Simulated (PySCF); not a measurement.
`N[C@@H]1[C@H]2C[C@@H]12`: 4 charge schemes on one density

Species: C4H7N.
Structure used (GFN2-xTB), in Å, numbered top down from 1:
```
atom  x, y, z in Å
N1    -1.8416   -0.1707    0.6499
C2    -0.4541    0.1658    0.5913
C3     0.2388    0.4802   -0.7114
C4     1.6196    0.1509   -0.2449
C5     0.5017   -0.8123   -0.0100
H6    -2.4143    0.6570    0.7682
H7    -2.1350   -0.6523   -0.1928
H8    -0.1479    0.7137    1.4810
H9    -0.1384    0.7244   -1.6824
H10    2.3546   -0.1117   -0.9947
H11    2.0325    0.6942    0.5987
H12    0.3854   -1.8400   -0.2789
```

Density: PBE0/pcSseg-1 (PySCF); schemes: Mulliken, IAO, Hirshfeld and ESP-fitted. Geometry: GFN2-xTB, one conformer, isolated molecule.

Q: Which atoms carry the lowest charge in the Mulliken, IAO, Hirshfeld and ESP-fitted schemes?

A: All schemes agree: Mulliken N1 (-0.411); IAO N1 (-0.561); Hirshfeld N1 (-0.235); ESP-fitted N1 (-0.898).

Q: For which atoms does the sign change between the 4 schemes (beyond +0.03 e in one, beyond −0.03 e in another)?

A: For none.

Q: Give the atomic charges in each scheme.

A: In e:

```tsv
atom	environment	Mulliken	IAO	Hirshfeld	ESP-fitted
N1	primary amine nitrogen	-0.411	-0.561	-0.235	-0.898
C2	sp3 carbon bound to nitrogen	-0.005	-0.002	+0.009	+0.112
C3	sp3 carbon at a ring junction	-0.161	-0.200	-0.077	-0.225
C4	three-membered-ring carbon	-0.143	-0.275	-0.085	-0.415
C5	sp3 carbon at a ring junction	-0.151	-0.172	-0.064	-0.165
H6	N–H hydrogen	+0.177	+0.252	+0.115	+0.366
H7	N–H hydrogen	+0.163	+0.242	+0.110	+0.375
H8	methine hydrogen	+0.112	+0.129	+0.037	+0.144
H9	methine hydrogen	+0.088	+0.154	+0.051	+0.174
H10	methylene hydrogen	+0.121	+0.145	+0.047	+0.205
H11	methylene hydrogen	+0.118	+0.129	+0.035	+0.138
H12	methine hydrogen	+0.092	+0.159	+0.056	+0.186
```

Mean size of the charges over all atoms: ESP-fitted 0.284 e, IAO 0.202 e, Mulliken 0.145 e, Hirshfeld 0.077 e. Each set sums to the total charge, 0, to within 0.001 e. The IAO scheme projects the occupied orbitals on a minimal set of polarised atomic orbitals and counts the electrons in each atom's part of it. The Hirshfeld scheme weights the molecular density at each point by an atom's share of the summed free-atom densities.

Q: Sum the charges by element, for elements with more than one atom.

A: 
```tsv
element	atoms	Mulliken	IAO	Hirshfeld	ESP-fitted
C	4	-0.461	-0.649	-0.217	-0.692
H	7	+0.871	+1.210	+0.452	+1.589
```

Q: How closely do the schemes follow one another over all atoms?

A: Correlation coefficient and root-mean-square difference: Mulliken with IAO 0.99, 0.073 e; IAO with Hirshfeld 0.99, 0.145 e; Hirshfeld with ESP-fitted 0.99, 0.258 e; IAO with ESP-fitted 0.99, 0.123 e; Mulliken with Hirshfeld 0.98, 0.080 e; Mulliken with ESP-fitted 0.97, 0.190 e.

Q: How many electrons does the ESP-fitted scheme count on C3?

A: Z − q = 6 − (-0.225) ≈ 6.224.
